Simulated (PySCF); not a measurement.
Geometry:
| atom | x (Å) | y (Å) | z (Å) |
| --- | --- | --- | --- |
| C1 | 2.071 | -0.617 | -0.147 |
| C2 | 0.556 | -0.538 | -0.177 |
| C3 | -0.101 | -0.251 | 1.176 |
| C4 | -1.536 | 0.176 | 0.836 |
| C5 | -1.488 | 0.678 | -0.628 |
| C6 | -0.017 | 0.580 | -1.049 |
| H7 | 2.485 | -0.813 | -1.149 |
| H8 | 2.421 | -1.420 | 0.521 |
| H9 | 2.505 | 0.330 | 0.214 |
| H10 | 0.156 | -1.500 | -0.552 |
| H11 | 0.443 | 0.579 | 1.661 |
| H12 | -0.055 | -1.108 | 1.866 |
| H13 | -1.907 | 0.945 | 1.529 |
| H14 | -2.226 | -0.678 | 0.927 |
| H15 | -2.110 | 0.036 | -1.272 |
| H16 | -1.883 | 1.700 | -0.738 |
| H17 | 0.515 | 1.519 | -0.812 |
| H18 | 0.115 | 0.399 | -2.127 |

Geometry: PBE0-D3(BJ)/def2-SVP; GIAO shifts from PySCF 2.14, gas phase, non-relativistic, averaged over equivalent atoms.

At BP86/pcSseg-1 (162 basis functions, 22 s wall time on 1 thread of an INTEL XEON PLATINUM 8581C, shared host):
```json
{"atoms": "C2", "δ (ppm)": "41.1"}
{"atoms": "C3/C6", "δ (ppm)": "39.8"}
{"atoms": "C4/C5", "δ (ppm)": "27.5"}
{"atoms": "C1", "δ (ppm)": "21.0"}
{"atoms": "H13/H16", "δ (ppm)": "1.70"}
{"atoms": "H12/H18", "δ (ppm)": "1.66"}
{"atoms": "H14/H15", "δ (ppm)": "1.64"}
{"atoms": "H10", "δ (ppm)": "1.56"}
{"atoms": "H7/H8/H9", "δ (ppm)": "1.06"}
{"atoms": "H11/H17", "δ (ppm)": "0.90"}
```

Scale: 13C (179.74 ppm) and 1H (31.27 ppm) against TMS (reference shieldings calculated alike).

Predict the values at PBE0/pcSseg-1 on the same geometry.

Results:


```tsv
atoms	δ at PBE0/pcSseg-1	change
C2	38.4	-2.7
C3/C6	37.9	-1.9
C4/C5	25.9	-1.6
C1	20.4	-0.6
H13/H16	1.63	-0.07
H12/H18	1.59	-0.07
H14/H15	1.57	-0.07
H10	1.43	-0.13
H7/H8/H9	1.03	-0.03
H11/H17	0.83	-0.07
```

References, each an isolated molecule treated in the same way: 13C (184.41 ppm), 1H (31.27 ppm) against TMS.

The largest change is at C2 (sp3 CH in a ring). Cost: 162 basis functions, 19 s wall time on 1 thread of an Arm Neoverse V1, shared host. The order of the carbon signals is the same at both levels.
